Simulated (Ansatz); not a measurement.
Isomers of C$_{5}$H$_{10}$O$_{2}$, relaxed with PBE0-D4/def2-TZVP in Ansatz; electronic energies, one conformer each and not always the lowest. Functionals use def2-TZVPP; CBS adds triple-zeta CCSD(T) − MP2 to the MP2 limit of def2-TZVPP and def2-QZVPP.

**Question.** Order them by energy at frozen-core CCSD(T)/CBS, lowest first. (An estimate is asked.)
A. `CC1OCCCO1`
B. `CC1CCOCO1`
C. `CC(=O)OC(C)C`
D. `CC(C)(C)C(=O)O`
E. `CC(C)(C)OC=O`

**Answer.** D (0.0 kcal/mol), C (6.7 kcal/mol), E (11.9 kcal/mol), B (28.3 kcal/mol), A (31.3 kcal/mol).

**Question.** How do PBE0-D4, ωB97M-V, r2SCAN-D4, HF/CBS(def2) place them (kcal/mol, against `CC(C)(C)C(=O)O`)? (Best estimate.)

**Answer.** The calculation gave: 
```csv
isomer,PBE0-D4,ωB97M-V,r2SCAN-D4,HF/CBS(def2)
`CC(=O)OC(C)C`,5.5,6.0,4.8,1.7
`CC1OCCCO1`,29.5,31.2,32.3,30.5
`CC1CCOCO1`,26.7,28.4,29.3,27.4
`CC(C)(C)OC=O`,12.1,11.8,11.0,10.8
```
